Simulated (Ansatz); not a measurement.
Stepwise reaction of `F[SiH2]F` with hydrogen chloride, as a gas-phase model of exchange steps in deposition or etching. ΔE in kJ/mol; ΔG adds harmonic PBE0-D4 terms to CCSD(T)/CBS, at 1 bar.

Computed with Ansatz on PBE0-D4/def2-TZVP structures; ΔE is electronic, products minus reactants. CCSD(T)/CBS is the MP2 limit (def2-TZVPP, def2-QZVPP) plus CCSD(T) − MP2 in def2-TZVPP, frozen cores. This one scheme is used for every species. Functionals use def2-TZVPP. B3LYP here is the variant with VWN-RPA as its local correlation; programs differ in this.

```
step                              reaction  PBE-D4  B3LYP-D4  ωB97M-V  CCSD(T)/CBS  ΔG(500 K)
   1  `F[SiH2]F` + HCl → `F[SiH2]Cl` + H–F    39.0      49.3     47.3         46.0       47.6
```

Problem. Give the row of step 2, `F[SiH2]Cl` + HCl → `Cl[SiH2]Cl` + H–F. (Best estimate.)

Solution. Ansatz gave: 
```json
{"step": "2", "reaction": "`F[SiH2]Cl` + HCl → `Cl[SiH2]Cl` + H–F", "PBE-D4": "35.0", "B3LYP-D4": "45.0", "ωB97M-V": "43.3", "CCSD(T)/CBS": "40.7", "ΔG(500 K)": "48.2"}
```

Problem. By hand: ΔE of the 2 steps together at CCSD(T)/CBS.

Solution. (46.0) + (40.7) = 86.7 kJ/mol, or 43.4 kJ/mol a step.

In ΔE each step is lower than the one before. All are uphill at CCSD(T)/CBS. ΔG lies between 47.6 and 48.2 kJ/mol a step. PBE-D4 differs from CCSD(T)/CBS by -7.0 to -5.7 kJ/mol a step. Isolated molecules leave out the surface, adducts and barriers. Largest T1 diagnostic: 0.012.
